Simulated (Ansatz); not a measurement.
`Cc1ccncc1`, relaxed with RKS PBE0-D4/def2-TZVP in Ansatz 0.2.0 from a PBE-D4/def2-SVP geometry. The force threshold is 0.005 eV/Å; the program also tests the step.

Total charge 0; spin multiplicity 1.

Start:

```xyz
14

C    -0.104   -1.905   -0.682
C    -0.018   -0.494   -0.163
C     1.007    0.382   -0.569
C     1.025    1.697   -0.079
N     0.113    2.190    0.774
C    -0.865    1.356    1.162
C    -0.973    0.024    0.733
H     0.897   -2.315   -0.922
H    -0.704   -1.941   -1.618
H    -0.596   -2.580    0.046
H     1.793    0.039   -1.262
H     1.830    2.389   -0.389
H    -1.607    1.768    1.871
H    -1.797   -0.610    1.098
```

(1) By how much does the energy fall, and how many steps does the optimiser take? (Best estimate.)

(2) Which bonds change most? (Estimate.)

(3) Give the relaxed structure. (Best estimate.)

Results:

(1) Computed: 0.09 eV, in 4 steps.

(2) Computed: C6–H13 from 1.106 to 1.087 Å; C4–H12 from 1.106 to 1.087 Å; C2–C7 from 1.409 to 1.390 Å; C2–C3 from 1.409 to 1.390 Å.

(3) Ansatz gave: 
```xyz
14

C    -0.104   -1.887   -0.677
C    -0.018   -0.486   -0.162
C     0.995    0.377   -0.562
C     1.015    1.675   -0.077
N     0.112    2.164    0.766
C    -0.854    1.338    1.151
C    -0.961    0.024    0.723
H     0.885   -2.287   -0.908
H    -0.695   -1.920   -1.597
H    -0.586   -2.548    0.046
H     1.767    0.043   -1.246
H     1.804    2.358   -0.383
H    -1.585    1.746    1.844
H    -1.775   -0.597    1.082
```
